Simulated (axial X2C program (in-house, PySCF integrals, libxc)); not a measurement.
## Ionising AlO

All values come from calculations with an in-house all-electron X2C program for linear molecules (integrals from PySCF), spin-free (one-electron X2C) or two-component (2c: spin–orbit coupling with atomic mean-field Coulomb and Gaunt terms, which also bring small scalar terms), in Dyall basis sets with cores contracted in-house; open shells are unrestricted.

Basis sets: Al dyall-v3z, O dyall-av3z.

```json
{"Hamiltonian": "spin-free", "level": "PBE0", "AlO state": "M_S = 1/2, Λ = 0", "Re (Å)": "1.629", "ωe (cm⁻¹)": "952.4", "De (eV)": "4.96"}
{"Hamiltonian": "2c", "level": "PBE0", "AlO state": "Ω = 1/2", "Re (Å)": "1.629", "ωe (cm⁻¹)": "952.4", "De (eV)": "4.96"}
```

Adiabatic ionisation energy (minimum to minimum, no zero-point term) and constants of AlO⁺:

| Hamiltonian | level | AlO⁺ state | IE (eV) | Re (Å) | ωe (cm⁻¹) | De (eV) | fragments |
| --- | --- | --- | --- | --- | --- | --- | --- |
| spin-free | PBE0 | M_S = 1, Λ = 1 | 9.85 | 1.741 | 758.8 | 1.19 | Al+ + O |
| 2c | PBE0 | Ω = 2 | 9.84 | 1.741 | 758.8 | 1.20 | Al+ + O |

(1) Add the zero-point terms to the ionisation energy at PBE0, 2c, and say whether the electron removed was bonding.

(2) Close the cycle De(AlO⁺) + IE(AlO) = De(AlO) + IE(Al) to find the atomic ionisation energy at PBE0, 2c.

Each entry is the lowest single determinant of a limited PBE0 search at one distance. De goes to single-determinant-based atoms at the same level (for ions the charge split of lowest energy) and is withheld (n/a) where an atom does not fit its ground term or J level. Main or longest-lived isotopes. One determinant is a doubtful description, or other states lie close, for AlO⁺; these need not be ground states, and all values refer to the states named. Some open-shell Ω = 0 determinants are out of reach, so the Ω given for AlO⁺ need not be the lowest component. With several unpaired electrons the Ω given is that of one determinant, not necessarily of the lowest component. Some light 2c atoms are not at their ground J level, so De misses part of their lowering (0.04 eV or less). The functionals have no current term, which raises determinants with orbital currents.

Answers

(1) IE0 = IE + (ωe⁺ − ωe)/2 = 9.84 + (-0.012) = 9.83 eV. Re changes by 0.112 Å, so the bond lengthens, as on loss of a bonding electron.

(2) IE(Al) = 1.20 + 9.84 − 4.96 = 6.08 eV, for the determinants used.
